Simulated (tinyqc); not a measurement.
Worked calculation: RKS/LDA (VWN5) in the sto-3g basis, for LiH, spin multiplicity 1. Computed by tinyqc, a small Python program that keeps every step (integrals from PySCF). Settings: charge = 0, multiplicity = 1, basis = sto-3g, energy threshold = 1e-08, iteration cap = 67, orthogonalisation = symmetric, start = core, DIIS depth = 8, method = RKS, functional = lda,vwn, grid = [30, 26]. Command: `OMP_NUM_THREADS=1 python tinyqc.py 21733 21734 out.jsonl` (the two numbers bound the seeds that draw the settings). One thread of a shared host (Intel(R) Xeon(R) Processor @ 2.60GHz), about 0.4 s of CPU time with the checks. Later iterations appear only in the table of the cycle.

## One-electron integrals

Geometry (angstrom):
```
atom         x         y         z
Li    0.000000  0.000000  0.000000
H     0.000000  0.000000  1.705000
```

Basis sto-3g: exponents (1/bohr^2) and contraction coefficients of normalised primitives:
```
element  l (shell)   exponent  coefficient
Li           s (1)  16.119575     0.154329
Li           s (1)   2.936201     0.535328
Li           s (1)   0.794651     0.444635
Li           s (2)   0.636290    -0.099967
Li           s (2)   0.147860     0.399513
Li           s (2)   0.048089     0.700115
Li           p (3)   0.636290     0.155916
Li           p (3)   0.147860     0.607684
Li           p (3)   0.048089     0.391957
H            s (1)   3.425251     0.154329
H            s (1)   0.623914     0.535328
H            s (1)   0.168855     0.444635
```

Overlap, kinetic and nuclear-attraction integrals over the contracted functions; the nuclear repulsion is the sum of Za Zb / Rab.

nuclear repulsion = 0.93110360 hartree

overlap S, lower triangle:
```
           1Li 1s    1Li 2s   1Li 2px   1Li 2py   1Li 2pz     2H 1s
1Li 1s   1.000000
1Li 2s   0.241137  1.000000
1Li 2px  0.000000  0.000000  1.000000
1Li 2py  0.000000  0.000000  0.000000  1.000000
1Li 2pz  0.000000  0.000000  0.000000  0.000000  1.000000
2H 1s    0.053100  0.369149  0.000000  0.000000  0.491759  1.000000
```

kinetic energy T (hartree), lower triangle:
```
            1Li 1s    1Li 2s   1Li 2px   1Li 2py   1Li 2pz     2H 1s
1Li 1s    3.576786
1Li 2s   -0.020237  0.102163
1Li 2px   0.000000  0.000000  0.319682
1Li 2py   0.000000  0.000000  0.000000  0.319682
1Li 2pz   0.000000  0.000000  0.000000  0.000000  0.319682
2H 1s    -0.013825  0.035361  0.000000  0.000000  0.112643  0.760032
```

nuclear attraction V (hartree), lower triangle:
```
            1Li 1s     1Li 2s    1Li 2px    1Li 2py    1Li 2pz      2H 1s
1Li 1s   -8.293249
1Li 2s   -1.039183  -1.486603
1Li 2px   0.000000   0.000000  -1.445891
1Li 2py   0.000000   0.000000   0.000000  -1.445891
1Li 2pz  -0.014181  -0.116216   0.000000   0.000000  -1.538923
2H 1s    -0.226266  -0.665305   0.000000   0.000000  -0.897237  -2.156210
```

core Hamiltonian H = T + V (hartree), lower triangle:
```
            1Li 1s     1Li 2s    1Li 2px    1Li 2py    1Li 2pz      2H 1s
1Li 1s   -4.716463
1Li 2s   -1.059420  -1.384439
1Li 2px   0.000000   0.000000  -1.126209
1Li 2py   0.000000   0.000000   0.000000  -1.126209
1Li 2pz  -0.014181  -0.116216   0.000000   0.000000  -1.219242
2H 1s    -0.240091  -0.629943   0.000000   0.000000  -0.784594  -1.396178
```

## Two-electron integrals

Functions are numbered as in S; the eight-fold symmetry (ij|kl) = (ji|kl) = (kl|ij) leaves the list below.

Two-electron integrals (ij|kl) in chemists' order, unique and non-zero (hartree):
```
(11|11) 1.680395   (21|11) 0.265420   (21|21) 0.049941   (22|11) 0.397727
(22|21) 0.092860   (22|22) 0.290562   (31|31) 0.008981   (32|31) 0.013788
(32|32) 0.064184   (33|11) 0.396640   (33|21) 0.092880   (33|22) 0.290497
(33|33) 0.312946   (41|41) 0.008981   (42|41) 0.013788   (42|42) 0.064184
(43|43) 0.016869   (44|11) 0.396640   (44|21) 0.092880   (44|22) 0.290497
(44|33) 0.279207   (44|44) 0.312946   (51|51) 0.008981   (52|51) 0.013788
(52|52) 0.064184   (53|53) 0.016869   (54|54) 0.016869   (55|11) 0.396640
(55|21) 0.092880   (55|22) 0.290497   (55|33) 0.279207   (55|44) 0.279207
(55|55) 0.312946   (61|11) 0.056665   (61|21) 0.010721   (61|22) 0.020319
(61|33) 0.020081   (61|44) 0.020081   (61|51) 0.001274   (61|52) 0.002478
(61|55) 0.020803   (61|61) 0.002517   (62|11) 0.134729   (62|21) 0.031842
(62|22) 0.105537   (62|33) 0.100065   (62|44) 0.100065   (62|51) 0.005160
(62|52) 0.031465   (62|55) 0.116372   (62|61) 0.008173   (62|62) 0.063955
(63|31) 0.002531   (63|32) 0.011831   (63|53) 0.004824   (63|63) 0.004527
(64|41) 0.002531   (64|42) 0.011831   (64|54) 0.004824   (64|64) 0.004527
(65|11) 0.167406   (65|21) 0.039975   (65|22) 0.137444   (65|33) 0.128133
(65|44) 0.128133   (65|51) 0.007999   (65|52) 0.048201   (65|55) 0.155909
(65|61) 0.010662   (65|62) 0.091134   (65|65) 0.131641   (66|11) 0.309629
(66|21) 0.074433   (66|22) 0.271124   (66|33) 0.247376   (66|44) 0.247376
(66|51) 0.013645   (66|52) 0.102168   (66|55) 0.318338   (66|61) 0.019904
(66|62) 0.205687   (66|65) 0.304285   (66|66) 0.774606
```

## Orthogonalisation

S = U s U^T; symmetric (Loewdin) form X = U s^(-1/2) U^T, so that X^T S X = 1.

eigenvalues of S: 0.377423  0.800078  1.000000  1.000000  1.174284  1.648215

X, lower triangle:
```
            1Li 1s     1Li 2s   1Li 2px   1Li 2py    1Li 2pz     2H 1s
1Li 1s    1.023226
1Li 2s   -0.130012   1.096882
1Li 2px   0.000000   0.000000  1.000000
1Li 2py   0.000000   0.000000  0.000000  1.000000
1Li 2pz  -0.006328   0.097211  0.000000  0.000000   1.127528
2H 1s     0.012035  -0.250823  0.000000  0.000000  -0.329999  1.199818
```

## Starting guess

The start is the orbitals of the core Hamiltonian; D = 2 C_occ C_occ^T.

D at the start, lower triangle:
```
            1Li 1s    1Li 2s   1Li 2px   1Li 2py   1Li 2pz     2H 1s
1Li 1s    2.044891
1Li 2s   -0.122190  0.227576
1Li 2px   0.000000  0.000000  0.000000
1Li 2py   0.000000  0.000000  0.000000  0.000000
1Li 2pz  -0.071129  0.232259  0.000000  0.000000  0.238488
2H 1s    -0.126111  0.428474  0.000000  0.000000  0.440103  0.812176
```

## Iteration 1: exchange-correlation on the grid

Becke grid with 30 radial and 26 angular points per atom, points of zero weight dropped. rho = sum D_ij phi_i phi_j; V_xc,ij = sum w v_xc phi_i phi_j; v_xc is d(rho eps)/d rho.

The 12 grid points with the largest w rho, of 1541 (bohr, atomic units):
```
x                  y          z         w       rho     eps_xc       v_xc
0.000000    0.000000   1.993197  0.671200  0.063295  -0.344389  -0.449699
0.000000    0.000000   2.422958  0.287647  0.117555  -0.416400  -0.544488
0.000000    0.000000   1.620365  0.517567  0.042706  -0.305415  -0.398471
0.000000    0.000000  -0.601666  0.037797  0.505921  -0.654489  -0.858753
0.000000    0.000000   0.601666  0.037797  0.500660  -0.652357  -0.855935
0.601666    0.000000   0.000000  0.037797  0.499164  -0.651748  -0.855129
0.000000   -0.601666   0.000000  0.037797  0.499164  -0.651748  -0.855129
0.000000    0.601666   0.000000  0.037797  0.499164  -0.651748  -0.855129
-0.601666   0.000000   0.000000  0.037797  0.499164  -0.651748  -0.855129
0.000000    0.000000  -0.443931  0.016700  1.129013  -0.841652  -1.106388
0.000000   -0.443931   0.000000  0.016700  1.120715  -0.839701  -1.103805
-0.443931   0.000000   0.000000  0.016700  1.120715  -0.839701  -1.103805
```

electrons on the grid, sum of w rho = 3.994621

E_xc = sum of w rho eps_xc = -2.14849085 hartree

V_xc (hartree), lower triangle:
```
            1Li 1s     1Li 2s    1Li 2px    1Li 2py    1Li 2pz      2H 1s
1Li 1s   -1.043277
1Li 2s   -0.137662  -0.159386
1Li 2px   0.000000   0.000000  -0.143375
1Li 2py   0.000000   0.000000   0.000000  -0.143375
1Li 2pz  -0.005421  -0.073112   0.000000   0.000000  -0.187337
2H 1s    -0.031148  -0.119859   0.000000   0.000000  -0.172783  -0.441820
```

## Iteration 1: building the Kohn-Sham matrix

J_ij = sum D_kl (ij|kl); F = H + J + V_xc; E = tr D H + tr D J / 2 + E_xc + E_nn.

Coulomb J (hartree), lower triangle:
```
           1Li 1s    1Li 2s   1Li 2px   1Li 2py   1Li 2pz     2H 1s
1Li 1s   4.056457
1Li 2s   0.694056  1.352515
1Li 2px  0.000000  0.000000  1.315466
1Li 2py  0.000000  0.000000  0.000000  1.315466
1Li 2pz  0.027350  0.179597  0.000000  0.000000  1.419387
2H 1s    0.155728  0.633392  0.000000  0.000000  0.860682  1.866298
```

Kohn-Sham matrix F (hartree), lower triangle:
```
            1Li 1s     1Li 2s   1Li 2px   1Li 2py    1Li 2pz     2H 1s
1Li 1s   -1.703284
1Li 2s   -0.503026  -0.191310
1Li 2px   0.000000   0.000000  0.045881
1Li 2py   0.000000   0.000000  0.000000  0.045881
1Li 2pz   0.007748  -0.009731  0.000000  0.000000   0.012808
2H 1s    -0.115511  -0.116410  0.000000  0.000000  -0.096695  0.028299
```

total energy of this density = -7.75072103 hartree

## Iteration 1: diagonalisation and new density

Diagonalise F' = X^T F X, C = X C', fill 2 alpha and 2 beta electrons from the bottom; D = 2 C_occ C_occ^T. Each column has its largest component positive (the first on a tie).

F' = X^T F X (hartree), lower triangle:
```
           1          2         3         4          5         6
1  -1.655299
2  -0.294104  -0.054628
3   0.000000   0.000000  0.045881
4   0.000000   0.000000  0.000000  0.045881
5   0.005533   0.048812  0.000000  0.000000   0.094808
6  -0.022139  -0.134011  0.000000  0.000000  -0.172596  0.174515
```

orbital energies (hartree): MO1 -1.708775, MO2 -0.086048, MO3 -0.005494, MO4 0.045881, MO5 0.045881, MO6 0.359713

coefficients C:
```
               MO1        MO2        MO3        MO4       MO5        MO6
1Li 1s    0.984066  -0.222590  -0.191572   0.000000  0.000000   0.097202
1Li 2s    0.059775   0.655414   0.688241   0.000000  0.000000  -0.620967
1Li 2px   0.000000   0.000000   0.000000   0.999781  0.020928   0.000000
1Li 2py   0.000000   0.000000   0.000000  -0.020928  0.999781   0.000000
1Li 2pz  -0.003077   0.311550  -0.681722   0.000000  0.000000  -0.909885
2H 1s    -0.002348   0.417370  -0.219793   0.000000  0.000000   1.178562
```

D after iteration 1, lower triangle:
```
            1Li 1s    1Li 2s   1Li 2px   1Li 2py   1Li 2pz     2H 1s
1Li 1s    2.035864
1Li 2s   -0.174133  0.866281
1Li 2px   0.000000  0.000000  0.000000
1Li 2py   0.000000  0.000000  0.000000  0.000000
1Li 2pz  -0.144751  0.408021  0.000000  0.000000  0.194146
2H 1s    -0.190426  0.546819  0.000000  0.000000  0.260078  0.348406
```

Within a degenerate level the vectors are fixed only up to a rotation; this is one choice.

## Iteration 2: exchange-correlation on the grid

As before.

The 12 grid points with the largest w rho, of 1541 (bohr, atomic units):
```
x                  y          z         w       rho     eps_xc       v_xc
0.000000    0.000000   1.993197  0.671200  0.050783  -0.321981  -0.420239
0.000000    0.000000   2.422958  0.287647  0.077335  -0.366169  -0.478351
0.000000    0.000000   1.620365  0.517567  0.039764  -0.298849  -0.389846
0.000000    0.000000  -0.601666  0.037797  0.508072  -0.655356  -0.859899
0.000000    0.000000  -0.443931  0.016700  1.128481  -0.841527  -1.106223
0.000000    0.601666   0.000000  0.037797  0.495869  -0.650402  -0.853351
-0.601666   0.000000   0.000000  0.037797  0.495869  -0.650402  -0.853351
0.000000   -0.601666   0.000000  0.037797  0.495869  -0.650402  -0.853351
0.601666    0.000000   0.000000  0.037797  0.495869  -0.650402  -0.853351
0.000000   -0.443931   0.000000  0.016700  1.112220  -0.837695  -1.101148
0.443931    0.000000   0.000000  0.016700  1.112220  -0.837695  -1.101148
-0.443931   0.000000   0.000000  0.016700  1.112220  -0.837695  -1.101148
```

electrons on the grid, sum of w rho = 4.006528

E_xc = sum of w rho eps_xc = -2.02314324 hartree

V_xc (hartree), lower triangle:
```
            1Li 1s     1Li 2s    1Li 2px    1Li 2py    1Li 2pz      2H 1s
1Li 1s   -1.042571
1Li 2s   -0.140291  -0.190521
1Li 2px   0.000000   0.000000  -0.182179
1Li 2py   0.000000   0.000000   0.000000  -0.182179
1Li 2pz  -0.004879  -0.060322   0.000000   0.000000  -0.202243
2H 1s    -0.031415  -0.113875   0.000000   0.000000  -0.159227  -0.384042
```

## Iteration 2: building the Kohn-Sham matrix

As before.

Coulomb J (hartree), lower triangle:
```
           1Li 1s    1Li 2s   1Li 2px   1Li 2py   1Li 2pz     2H 1s
1Li 1s   4.070885
1Li 2s   0.698908  1.359120
1Li 2px  0.000000  0.000000  1.335639
1Li 2py  0.000000  0.000000  0.000000  1.335639
1Li 2pz  0.022724  0.142521  0.000000  0.000000  1.398920
2H 1s    0.155382  0.587298  0.000000  0.000000  0.783340  1.626056
```

Kohn-Sham matrix F (hartree), lower triangle:
```
            1Li 1s     1Li 2s   1Li 2px   1Li 2py    1Li 2pz      2H 1s
1Li 1s   -1.688149
1Li 2s   -0.500803  -0.215841
1Li 2px   0.000000   0.000000  0.027251
1Li 2py   0.000000   0.000000  0.000000  0.027251
1Li 2pz   0.003664  -0.034017  0.000000  0.000000  -0.022565
2H 1s    -0.116124  -0.156521  0.000000  0.000000  -0.160481  -0.154164
```

total energy of this density = -7.76386927 hartree

## Iteration 2: DIIS over 2 matrices

error matrix X^T (FDS - SDF) X:
```
           1          2         3         4          5          6
1   0.000000   0.002955  0.000000  0.000000   0.004162  -0.028374
2  -0.002955   0.000000  0.000000  0.000000   0.018477   0.140520
3   0.000000   0.000000  0.000000  0.000000   0.000000   0.000000
4   0.000000   0.000000  0.000000  0.000000   0.000000   0.000000
5  -0.004162  -0.018477  0.000000  0.000000   0.000000   0.065495
6   0.028374  -0.140520  0.000000  0.000000  -0.065495   0.000000
```

B (overlaps of the stored error matrices):
```
                1               2
1   1.6057153e-01  -4.3039753e-02
2  -4.3039753e-02   5.0416322e-02
```

Minimise |sum c_i e_i|^2 with sum c_i = 1: solve [B -1; -1 0][c; lambda] = [0; -1] with B_ij = tr e_i^T e_j, and take F = sum c_i F_i.

DIIS coefficients: 0.314596  0.685404

extrapolated F (hartree), lower triangle:
```
            1Li 1s     1Li 2s   1Li 2px   1Li 2py    1Li 2pz      2H 1s
1Li 1s   -1.692910
1Li 2s   -0.501503  -0.208124
1Li 2px   0.000000   0.000000  0.033112
1Li 2py   0.000000   0.000000  0.000000  0.033112
1Li 2pz   0.004949  -0.026377  0.000000  0.000000  -0.011436
2H 1s    -0.115931  -0.143902  0.000000  0.000000  -0.140414  -0.096762
```

## Iteration 2: diagonalisation and new density

As before.

F' = X^T F X (hartree), lower triangle:
```
           1          2         3         4          5         6
1  -1.645055
2  -0.292184  -0.069461
3   0.000000   0.000000  0.033112
4   0.000000   0.000000  0.000000  0.033112
5   0.003968   0.038026  0.000000  0.000000   0.080893
6  -0.020244  -0.131172  0.000000  0.000000  -0.177830  0.039198
```

orbital energies (hartree): MO1 -1.698590, MO2 -0.160906, MO3 -0.017507, MO4 0.033112, MO5 0.033112, MO6 0.282578

coefficients C:
```
               MO1        MO2        MO3        MO4       MO5        MO6
1Li 1s    0.983592  -0.170452  -0.237660   0.000000  0.000000   0.105316
1Li 2s    0.061375   0.430540   0.842128   0.000000  0.000000  -0.627778
1Li 2px   0.000000   0.000000   0.000000   0.996772  0.080281   0.000000
1Li 2py   0.000000   0.000000   0.000000  -0.080281  0.996772   0.000000
1Li 2pz  -0.000986   0.324176  -0.548865   0.000000  0.000000  -0.991648
2H 1s    -0.002280   0.591562  -0.202727   0.000000  0.000000   1.104749
```

D after iteration 2, lower triangle:
```
            1Li 1s    1Li 2s   1Li 2px   1Li 2py   1Li 2pz     2H 1s
1Li 1s    1.993013
1Li 2s   -0.026037  0.378263
1Li 2px   0.000000  0.000000  0.000000
1Li 2py   0.000000  0.000000  0.000000  0.000000
1Li 2pz  -0.112454  0.279020  0.000000  0.000000  0.210182
2H 1s    -0.206152  0.509102  0.000000  0.000000  0.383545  0.699901
```

Within a degenerate level the vectors are fixed only up to a rotation; this is one choice.

## Iteration 7 (converged): orbitals

converged F (hartree), lower triangle:
```
            1Li 1s     1Li 2s   1Li 2px   1Li 2py    1Li 2pz      2H 1s
1Li 1s   -1.713974
1Li 2s   -0.504350  -0.205005
1Li 2px   0.000000   0.000000  0.033315
1Li 2py   0.000000   0.000000  0.000000  0.033315
1Li 2pz   0.006176  -0.020766  0.000000  0.000000  -0.002548
2H 1s    -0.116213  -0.134980  0.000000  0.000000  -0.125917  -0.056578
```

As before.

F' = X^T F X (hartree), lower triangle:
```
           1          2         3         4          5         6
1  -1.666336
2  -0.292663  -0.067110
3   0.000000   0.000000  0.033315
4   0.000000   0.000000  0.000000  0.033315
5   0.004862   0.041485  0.000000  0.000000   0.086452
6  -0.021165  -0.131381  0.000000  0.000000  -0.175905  0.082285
```

orbital energies (hartree): MO1 -1.719314, MO2 -0.134984, MO3 -0.015403, MO4 0.033315, MO5 0.033315, MO6 0.304992

coefficients C:
```
               MO1        MO2        MO3        MO4       MO5        MO6
1Li 1s    0.984278  -0.185893  -0.224509   0.000000  0.000000   0.101573
1Li 2s    0.059028   0.502393   0.804379   0.000000  0.000000  -0.624105
1Li 2px   0.000000   0.000000   0.000000  -0.017709  0.999843   0.000000
1Li 2py   0.000000   0.000000   0.000000   0.999843  0.017709   0.000000
1Li 2pz  -0.001923   0.328721  -0.584618   0.000000  0.000000  -0.969469
2H 1s    -0.002157   0.536693  -0.216365   0.000000  0.000000   1.129894
```

D after iteration 7, lower triangle:
```
            1Li 1s    1Li 2s   1Li 2px   1Li 2py   1Li 2pz     2H 1s
1Li 1s    2.006718
1Li 2s   -0.070583  0.511767
1Li 2px   0.000000  0.000000  0.000000
1Li 2py   0.000000  0.000000  0.000000  0.000000
1Li 2pz  -0.126000  0.330068  0.000000  0.000000  0.216123
2H 1s    -0.203781  0.539008  0.000000  0.000000  0.352853  0.576089
```

Within a degenerate level the vectors are fixed only up to a rotation; this is one choice.

## Convergence

Stop when the energy changes by less than 1e-08 hartree and every element of the error matrix X^T (F D S - S D F) X is below 3e-05.

Course of the cycle:
```
iteration  E (hartree)     change  largest element of the error matrix
1          -7.75072103          -                             2.16e-01
2          -7.76386927  -1.31e-02                             1.41e-01
3          -7.78041015  -1.65e-02                             5.92e-02
4          -7.78477376  -4.36e-03                             3.21e-03
5          -7.78478894  -1.52e-05                             1.95e-04
6          -7.78478899  -5.48e-08                             2.08e-05
7          -7.78478899  -5.20e-10                             1.49e-07
```

PySCF RKS in the same basis, fine grid = -7.78851099 hartree

Converged in 7 iterations. The coarse grid moves the energy by +3.72e-03 hartree.

## Populations, bond orders and dipole

Mulliken: Z minus the diagonal of D S on the atom; Loewdin: the same with S^(1/2) D S^(1/2); Mayer order: 2 sum_s sum (D(s) S)_ij (D(s) S)_ji over the two atoms.

Charges (e):
```
atom   Mulliken    Loewdin
1Li   -0.062239  -0.051913
2H     0.062239   0.051913
```

Mayer bond orders:
```
pair     order
2-1   0.996126
```

dipole moment about the origin, x y z (debye): 0.000000  0.000000  -4.555707
